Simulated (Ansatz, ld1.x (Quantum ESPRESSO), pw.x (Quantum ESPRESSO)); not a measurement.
## Pd: does the PAW potential hold in the solid?

palladium, PAW, made with ld1.x (Quantum ESPRESSO) 7.5 (PBEsol, scalar-relativistic). Core [Ar] 3d10, reference 4s2 4p6 4d8 5s0 5p0 (charge +2). Waves: 4s (bound): rcut 1.20, rcutus 1.35 bohr; 5s (bound, empty): rcut 1.20, rcutus 1.35 bohr; 4p (bound): rcut 1.35, rcutus 1.55 bohr; 5p (bound, empty): rcut 1.35, rcutus 1.55 bohr; 4d (bound): rcut 1.20, rcutus 1.60 bohr; 4d channel at -1.35 Ry: rcut 1.20, rcutus 1.60 bohr. Local part: all-electron potential smoothed inside 1.30 bohr (lloc = -2). Core correction: Bessel-smoothed model core inside 1.15 bohr. Augmentation charge: BESSEL, radius 1.10 bohr.

Atomic tests: cutoffs needed: 50 Ry and 90 Ry (the cutoffs (Ry, on a coarse ladder) from which the occupation-weighted sum of valence levels, in a spherical-Bessel basis at the reference potential, stays within 10 and 1 mRy of its value at 400 Ry); ghost test: no extra level below or beside the all-electron valence levels (s, p, d, f tested) (spherical-Bessel basis up to 400 Ry, 20 bohr box); largest excitation error: -34 meV (all-electron minus pseudo) for 4s2 4p5 4d10 5s0 5p0, out of 7 test configurations.

Crystal test: bcc Pd in pw.x 7.5, no spin, 15³ k-points, Fermi–Dirac smearing 0.01 Ry, cutoffs 110/880 Ry. The reference is all-electron LAPW (Ansatz 0.2.0) with the same functional, mesh and smearing; V0 and B0 come from Birch–Murnaghan fits to the pressures at five volumes. Errors are pseudo minus all-electron; Δ is the rms difference of the E(V) curves that follow from these fits, minima aligned, over ±6 % about the mean V0. Mesh and smearing are coarse, so the numbers serve the comparison and aren't converged zero-temperature values; the lattice is a test structure that the element need not adopt.

| V (Å³/atom) | P all-electron (GPa) | P pseudo (GPa) |
| --- | --- | --- |
| 13.972 | 11.37 | 12.24 |
| 14.339 | 5.15 | 5.96 |
| 14.707 | -0.15 | 0.57 |
| 15.075 | -4.67 | -3.98 |
| 15.442 | -8.50 | -7.86 |

All-electron: a0 = 3.086 Å (V0 = 14.70 Å³/atom), B0 = 196.2 GPa.

Pseudopotential: mean pressure error (GPa): +0.75; a0 (Å): 3.090; a0 error (%): +0.13; B0 error (%): -0.9; Δ (meV/atom): 2.4.

At the middle volume, how do free energy and pressure move when the wave cutoff is lowered (ecutrho held at 880 Ry)?

```json
{"cutoff (Ry)": "50", "shift of F (meV/atom)": "+131.8", "shift of P (GPa)": "-2.99"}
{"cutoff (Ry)": "66", "shift of F (meV/atom)": "+24.8", "shift of P (GPa)": "-1.13"}
{"cutoff (Ry)": "88", "shift of F (meV/atom)": "+8.1", "shift of P (GPa)": "-0.20"}
```

Input at the middle volume:

```
&control
  calculation='scf', prefix='x', pseudo_dir='./', outdir='./tmp', tstress=.true., disk_io='none'
/
&system
  ibrav=0, nat=1, ntyp=1, ecutwfc=110, ecutrho=880, nbnd=17,
  occupations='smearing', smearing='fd', degauss=0.01
/
&electrons
  conv_thr=1e-09, mixing_beta=0.4, electron_maxstep=70
/
ATOMIC_SPECIES
Pd 1.0 Pd.UPF
CELL_PARAMETERS angstrom
  -1.54343390 1.54343390 1.54343390
  1.54343390 -1.54343390 1.54343390
  1.54343390 1.54343390 -1.54343390
ATOMIC_POSITIONS crystal
Pd 0.0000 0.0000 0.0000
K_POINTS automatic
15 15 15 0 0 0
```

```bash
pw.x < Pd.scf.in > Pd.scf.out
```

Lines of the output:

```
Message from routine setup:
     using ibrav=0 with symmetry is DISCOURAGED, use correct ibrav instead
     lattice parameter (alat)  =       5.0518  a.u.
     unit-cell volume          =      99.2478 (a.u.)^3
     number of electrons       =        18.00
     number of Kohn-Sham states=           17
     kinetic-energy cutoff     =     110.0000  Ry
     charge density cutoff     =     880.0000  Ry
     scf convergence threshold =      1.0E-09
     Exchange-correlation= SLA  PW   PSX  PSC
     number of k points=   120  Fermi-Dirac smearing, width (Ry)=  0.0100
     iteration #  1     ecut=   110.00 Ry     beta= 0.40
     total energy              =    -505.56427109 Ry
     estimated scf accuracy    <       7.94741695 Ry
     iteration #  2     ecut=   110.00 Ry     beta= 0.40
     total energy              =    -507.11234347 Ry
     estimated scf accuracy    <       0.00786594 Ry
     iteration #  3     ecut=   110.00 Ry     beta= 0.40
     total energy              =    -507.11840448 Ry
     estimated scf accuracy    <       0.00095688 Ry
     iteration #  4     ecut=   110.00 Ry     beta= 0.40
     total energy              =    -507.11513559 Ry
     estimated scf accuracy    <       0.00068705 Ry
     iteration #  5     ecut=   110.00 Ry     beta= 0.40
     total energy              =    -507.11612715 Ry
     estimated scf accuracy    <       0.00023714 Ry
     iteration #  6     ecut=   110.00 Ry     beta= 0.40
     total energy              =    -507.11744315 Ry
     estimated scf accuracy    <       0.00064905 Ry
     iteration #  7     ecut=   110.00 Ry     beta= 0.40
     total energy              =    -507.11807218 Ry
     estimated scf accuracy    <       0.00024082 Ry
     iteration #  8     ecut=   110.00 Ry     beta= 0.40
     total energy              =    -507.11817360 Ry
     estimated scf accuracy    <       0.00003320 Ry
     iteration #  9     ecut=   110.00 Ry     beta= 0.40
     total energy              =    -507.11818667 Ry
     estimated scf accuracy    <       0.00000031 Ry
     iteration # 10     ecut=   110.00 Ry     beta= 0.40
     total energy              =    -507.11818689 Ry
     estimated scf accuracy    <       0.00000003 Ry
     iteration # 11     ecut=   110.00 Ry     beta= 0.40
     total energy              =    -507.11818686 Ry
     estimated scf accuracy    <       0.00000003 Ry
     iteration # 12     ecut=   110.00 Ry     beta= 0.40
     total energy              =    -507.11818687 Ry
     estimated scf accuracy    <          2.4E-09 Ry
     iteration # 13     ecut=   110.00 Ry     beta= 0.40
     the Fermi energy is    19.5701 ev
!    total energy              =    -507.11818687 Ry
     estimated scf accuracy    <          8.2E-10 Ry
     smearing contrib. (-TS)   =      -0.00530655 Ry
     convergence has been achieved in  13 iterations
          total   stress  (Ry/bohr**3)                   (kbar)     P=        5.72
     Message from routine punch:
     Nothing written, as per user request (disk_io='none')
```

The 8 pw.x runs together took about 6.3 min on one core of a shared server CPU.
